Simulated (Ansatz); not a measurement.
Correlation energies of C$_{2}$H$_{4}$FNS (`N/C=C(/F)S`) by basis set

```xyz
9

N    -0.912   -0.129   -1.141
C    -0.745    0.139    0.197
C     0.419    0.183    0.849
F     0.406    0.330    2.194
S     1.982    0.135    0.092
H    -1.699    0.324   -1.576
H    -0.065   -0.073   -1.687
H    -1.655    0.258    0.777
H     2.268   -1.167    0.295
```

Total charge 0; spin multiplicity 1. The structure was optimised at the PBE0-D4/def2-TZVP level. It is one conformer, not always the lowest. Frozen core, restricted reference, Ansatz 0.2.0. CBS rows extrapolate triple and quadruple zeta; past MP2 they add the triple-zeta difference.

| basis | HF (Eh) | MP2 corr. | CCSD corr. | (T) | CCSD(T) total |
| --- | --- | --- | --- | --- | --- |
| def2-SVP | -629.13726 | -0.74640 | -0.78730 | -0.02381 | -629.94837 |
| def2-TZVPP | -629.55593 | -0.95464 | -0.98692 | -0.04221 | -630.58506 |
| def2-QZVPP | -629.57774 | -1.03092 | – | – | – |
| CBS(def2) | -629.58075 | -1.08742 | -1.11969 | as TZ | -630.74265 |
